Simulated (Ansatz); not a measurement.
# SbH, singlet: the ladder up to full CI

Geometry: that of the SbH⁻, doublet, kept fixed. The triplet lies 1.0 eV lower here.

```json
{"atom": "Sb", "x (Å)": "0.0000", "y (Å)": "0.0000", "z (Å)": "0.0000"}
{"atom": "H", "x (Å)": "0.0000", "y (Å)": "0.0000", "z (Å)": "1.7338"}
```

Basis def2-SVPD with its core potentials; Ansatz 0.2.0. Correlated methods freeze the noble-gas cores and the filled d shells of p-block atoms, which leaves 6 electrons in 31 orbitals. R marks a restricted (for open shells ROHF) determinant, U an unrestricted one. Active spaces: valence = (6e, 5o) chosen from the atoms' valence shells. No spin–orbit coupling is included; scalar relativity enters through the core potentials alone.

Full CI is exact within this basis and frozen core; it isn't the basis-set limit. The frozen core follows each run's orbitals, which can shift R against U totals by a few meV for light atoms and by up to 0.1 eV past Ca.

The determinant fills πx and πy unequally, so it is a mixture of Σ and Δ, which weighs on every level built on one determinant.

The UHF ⟨S²⟩ is 1.026. The T1 diagnostic (RCCSD) is 0.0114 and the largest doubles amplitude (RCCSD) is 0.404.

| level | E − E(full CI) (mEh) | share of correlation (%) | wall time |
| --- | --- | --- | --- |
| RHF | 116.20 | 0.00 | – |
| RMP2 | 37.63 | 67.62 | – |
| CISD | 17.40 | 85.03 | 0.74 s |
| RCCSD | 10.29 | 91.14 | – |
| RCCSD(T) | 5.04 | 95.67 | 0.71 s |
| BCCD(T) | 5.12 | 95.59 | 0.79 s |
| RCCSDT* | 0.39 | 99.66 | – |
| CISDTQ | 0.69 | 99.41 | 3 s (H100) |
| RCCSDT(Q)* | -0.13 | 100.11 | 1.8 s |
| RCCSDTQ* | 0.00 | 100.00 | 2.1 s (H100) |
| CASSCF (valence space) | 79.10 | 31.93 | – |
| NEVPT2 (valence space) | 20.49 | 82.37 | 0.94 s |
| MRCISD (valence space) | 3.56 | 96.94 | – |
| MRCISD+Q (valence space) | -0.92 | 100.79 | 1.3 s |

An asterisk marks runs whose energy the program itself flagged as in doubt.

The correlation energy at full CI, counted from RHF, is -3.162 eV. That run took 2.3 s on 2 threads of AMD EPYC 7R13 with a shared H100 80 GB, shared host over 5,065,957 determinants.

Run but not shown, since their state, orbitals or frozen core can't be matched to the reference's or they repeat it: UHF, UMP2, UCCSD, UCCSD(T), UCCSDT, UCCSDT(Q), UCCSDTQ.

Times hold each run's SCF and search for its determinant on a shared host, so for small cases they say little of a method's own cost; rows without a card ran on 1 thread of AMD EPYC 7R13.

Not variational, and here over 5 meV under the exact energy: MRCISD+Q (valence space).

Unrestricted levels hold only the spin's projection, and here they fall towards a lower state of higher spin.

The full-CI state has the irrep A1 of C2v, in the program's axes (one component, if the state is degenerate).

Natural occupations of full CI about the gap: 1.960 1.929 1.009 0.962 0.047 0.021 0.014 0.013 0.008 0.008; effectively unpaired electrons, Σ n²(2−n)², 2.03. No single determinant describes this state well, so single-reference rows can miss without a flag.
